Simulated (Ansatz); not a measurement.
**CHOSi (sextet): from Hartree-Fock to the top rungs, def2-QZVPP**

One table from this session's results is given with a row withheld; the runs are named, their logs left out.

Method: def2-QZVPP, core rule «outside noble gas», up to 7 orbitals frozen; program: Ansatz 0.2.0, Gaussian basis.

The runs, in order: UHF; ROHF; CCSD(T) on UHF.

## The system

The geometry is a PBE0/def2-TZVP stationary point (not a proven minimum) of the parent state, kept for this charge and spin.

4 atoms, charge 0, spin multiplicity 6.

Atoms are counted from 1 here; the program's logs count them from 0.

Bond lengths: O1–C2 1.195 Å, C2–Si3 1.957 Å, C2–H4 1.107 Å. Angles: O1–C2–Si3 126.3°, O1–C2–H4 123.6°, Si3–C2–H4 110.1°.

The first run:

Input file in.yaml:

```yaml
crystal:
  periodic: [false, false, false]
  atoms:
    - {symbol: O, position_ang: [0.000000, -0.313583, 1.598105]}
    - {symbol: C, position_ang: [0.000000, 0.436706, 0.668068]}
    - {symbol: Si, position_ang: [0.000000, -0.063363, -1.223700]}
    - {symbol: H, position_ang: [0.000000, 1.539364, 0.769440]}
basis:
  gaussian: {orbitals: "def2-QZVPP.json"}
magnetization: {spin_polarized: true, initial_magnetization: 5}
hamiltonian: {xc: hf}
output: {orbitals: {seedname: orbitals}}
```

Started as:

```bash
> ansatz run in.yaml --threads 1 --pin off --events-out ev --progress --plain --max-ram 2393MiB
```

Among the steps run: UHF; ROHF; CCSD(T) on UHF.

One table of the session follows, with a row left open; its other results are not shown here.

It belongs to the step «Misses and costs». 

| method | from UCCSD(T) (kcal/mol) |
| --- | --- |
| ROHF | +293.02 |
| UHF | ? |
| UMP2 | +30.26 |
| UCCSD | +12.06 |
| UCCSD(T) | 0 |

Q: Estimate the row for UHF from the others.

The run gave: from UCCSD(T) (kcal/mol): +285.47. In the column «from UCCSD(T) (kcal/mol)» it lies between UMP2 (+30.26) and ROHF (+293.02).
